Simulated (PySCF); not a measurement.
# Neon: a sound run and one with changed settings

Sound run: Ne [Ne], Ne⁺ [He] 2s2 2p5. Calculation: PySCF 2.14, in def2-TZVP (5s3p2d1f, 31 functions); no relativity, point nucleus. In the sound run the correlated levels freeze 1s2. The sound run starts from symmetry-adapted Hartree-Fock orbitals and uses a fine grid where one is needed.

A second run was set up differently.

| species | method | sound run (hartree) | changed run (hartree) | converged |
| --- | --- | --- | --- | --- |
| Ne | MP2 | -128.80312 | -128.82232 | yes |
| Ne | CCSD(T) | -128.80984 | -128.82930 | yes |
| Ne⁺ | MP2 | -128.01175 | -128.03063 | yes |
| Ne⁺ | CCSD(T) | -128.02629 | -128.04548 | yes |

Ionisation energy of Ne:

```csv
method,sound run (eV),changed run (eV)
UHF,19.673,19.673
MP2,21.534,21.543
SCS-MP2,21.388,21.392
CCSD,21.274,21.281
CCSD(T),21.321,21.329
```

Problem. What was changed?
A. basis contracted for another Hamiltonian
B. all electrons correlated in a valence basis
C. level shift left on
D. too few SCF iterations

Solution. B. A valence basis has no tight correlating functions, so it recovers only part of the core correlation, and not evenly between atom and ion.
